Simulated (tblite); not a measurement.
C3H7OP.
SMILES with atom numbers: `[CH3:1][P:2]1(=[O:3])[CH2:4][CH2:5]1` (hydrogens: H6, H7, H8 on C1; H9, H10 on C4; H11, H12 on C5)

Method: GFN2-xTB as coded in tblite; computed harmonic values from a numerical Hessian at the method's own geometry, unscaled. The method is semi-empirical: single wavenumbers can be off by several per cent or more.

Harmonic wavenumbers (cm⁻¹): 145.7, 204.1, 221.2, 284.2, 306.7, 636.1, 668.1, 732.6, 741.6, 788.6, 839.3, 851.7, 897.3, 1014.6, 1048.1, 1059.5, 1129.3, 1276.3, 1303.6, 1384.4, 1405.5, 1409.8, 1429.8, 3007.6, 3008.5, 3056.5, 3059.7, 3062.3, 3075.3, 3090.9.

A = 5562, B = 4133, C = 3009 MHz; mass 90.023 u (most abundant isotopes); point group Cs, symmetry number 1.

Zero-point energy?

½Σν̃ = 20569 cm⁻¹ = 58.81 kcal/mol.

Give the ideal-gas entropy at 298.15 K and 1 bar in the rigid-rotor, harmonic-oscillator model (classical rotation).

Translation 39.43, rotation 25.94, vibration 12.05: S = 77.4 cal/(mol K).

And Cp and H(298.15 K) − H(0)?

Cp = 24.54 cal/(mol K), of which vibrations give 16.59 (their classical limit is 30 R = 59.6); H(298.15 K) − H(0) = 4.56 kcal/mol without the zero-point energy, 2.19 from vibrations.

Blend soft modes into free rotors: weight 1/[1 + (100 cm⁻¹/ν̃)⁴] for the oscillator and the rest for a rotor with moment μB/(μ + B), μ = h/(8π²ν), B = 10⁻⁴⁴ kg m². What vibrational entropy results?

12.03 cal/(mol K) in place of 12.05, which changes −T·S at 298.15 K by +0.01 kcal/mol.

Which modes carry the vibrational entropy at 298.15 K?

145.7 cm⁻¹: 2.73; 204.1 cm⁻¹: 2.10; 221.2 cm⁻¹: 1.95; 284.2 cm⁻¹: 1.51; 306.7 cm⁻¹: 1.38; 636.1 cm⁻¹: 0.39 cal/(mol K); the other 24 give 2.00 together.

Hindered rotation and anharmonicity are outside this model.

On one thread of an Arm Neoverse V1, on a shared host, this took 0.22 s of wall time. This covers the Hessian and the dipole derivatives.
